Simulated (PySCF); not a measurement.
**Orbital picture of AlH**

PBE at R = 1.669 Å; PySCF, spin-free X2C with a Gaussian nucleus, basis sets Al x2c-SVPall, H x2c-SVPall. State: ¹Σ⁺ (singlet), closed shell. Only the outer orbitals are listed, counted within each symmetry.

| orbital | occ. | ε (eV) | on Al (%) | main shells (%) |
| --- | --- | --- | --- | --- |
| 4σ | 2 | -8.83 | 69 | 64 Al s, 31 H s |
| 5σ | 2 | -4.85 | 71 | 37 Al p, 32 Al s, 29 H s |
| 2π | 0 | -2.51 | 100 | 100 Al p |
| 2π | 0 | -2.51 | 100 | 100 Al p |
| 6σ | 0 | 1.25 | 81 | 69 Al p, 19 H s |

Question: Which are the highest filled and the lowest empty level, where do they sit, and how wide is the gap?

Answer: Highest filled 5σ at -4.85 eV (in %: 37 Al p, 32 Al s, 29 H s); lowest empty 2π at -2.51 eV (in %: 100 Al p); the gap at PBE is 2.34 eV.

| Property | Result |
| --- | --- |
| bond order (Mayer) | 0.89 |
| ⟨S²⟩ | 0.000 |
| charge on Al (Mulliken, basis-dependent) | 0.20 |
| charge on Al (Löwdin, basis-dependent) | 0.19 |
| dipole moment (positive dipole means Al(−)H(+)) | 0.05 D |
| polarisability along the bond | 44.6 bohr³ |
| polarisability across the bond | 35.9 bohr³ |
